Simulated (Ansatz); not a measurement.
Reaction (SMILES): [O+]#[Si-] (O-Si) + 3 [H][H] (H2) → O (H2O) + [SiH4] (SiH4)
B3LYP-D3(BJ)/def2-TZVP geometries, fixed; electronic energies without zero-point terms.

Core correlation in the energy of full hydrogenation at CCSD(T) with Ansatz (a first-principles code), in kcal/mol: frozen core against 1s of Al to Cl frozen alone. Core-valence sets carry the plain set on hydrogen. Costs are rough ratios of core time on shared machines of one kind.

| basis | functions, most | frozen core |
|---|---|---|
| cc-pV(D+d)Z | 43 | -37.09 |
| cc-pCVDZ | 47 | -39.19 |
| cc-pV(T+d)Z | 95 | -35.33 |
| cc-pCVTZ | 115 | -35.39 |
| cc-pwCVTZ | 115 | -34.79 |
| cc-pV(Q+d)Z | 184 | -37.39 |
| cc-pCVQZ | 229 | -37.19 |
| cc-pwCVQZ | 229 | -37.00 |

Q: How large is the core term in each set?

A: The largest core-valence set, cc-pwCVQZ, gives a core term of 0.70 kcal/mol; the valence set cc-pV(Q+d)Z, which lacks functions for the core, gives -2.42. By row: cc-pV(D+d)Z -0.32, cc-pCVDZ -0.17, cc-pV(T+d)Z -2.60, cc-pCVTZ 0.28, cc-pwCVTZ 0.62, cc-pV(Q+d)Z -2.42, cc-pCVQZ 0.57, cc-pwCVQZ 0.70.
